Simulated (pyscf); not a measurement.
PySCF, gas phase, ωB97X-D3(BJ)/def2-SVP geometries.

Task: PBE/def2-TZVP puts the barrier of H₂C=CH–CH=C•–CH₃ → propyne (HC≡C–CH₃) + vinyl (•HC=CH₂) (bond scission; doublet surface; C–C broken, none formed) at 48.0 kcal/mol and the reaction energy at +46.9 kcal/mol, from the reactant's lowest minimum found. What do B3LYP-D3(BJ)/def2-TZVP, M06-2X/def2-TZVP, ωB97M-D3(BJ)/def2-TZVP give on the same structures?

Result: B3LYP-D3(BJ): ΔE‡ = 47.1 kcal/mol, ΔE = +45.0 kcal/mol; M06-2X: ΔE‡ = 47.6 kcal/mol, ΔE = +43.1 kcal/mol; ωB97M-D3(BJ): ΔE‡ = 47.3 kcal/mol, ΔE = +43.3 kcal/mol. PBE's barrier lies over all of them, by 0.4 to 0.9 kcal/mol. Its reaction energy lies over all of them, by 1.8 to 3.7 kcal/mol. On the reactant side the descent ends in a point that may be a rotor saddle (no frequency run), 1.9 kcal/mol over the lowest minimum found and 47.7 kcal/mol under the saddle at ωB97X-D3(BJ)/def2-TZVP. At ωB97X-D3(BJ)/def2-TZVP the barrier from the zero used here is 49.6 kcal/mol. H₂C=CH–CH=C•–CH₃ lies 18.7 kcal/mol over its isomer •H₂C–C(=CH₂)–CH=CH₂ (electronic energy, ωB97M-D3(BJ)/def2-TZVP). One saddle was located; it need not be the lowest between these sides.
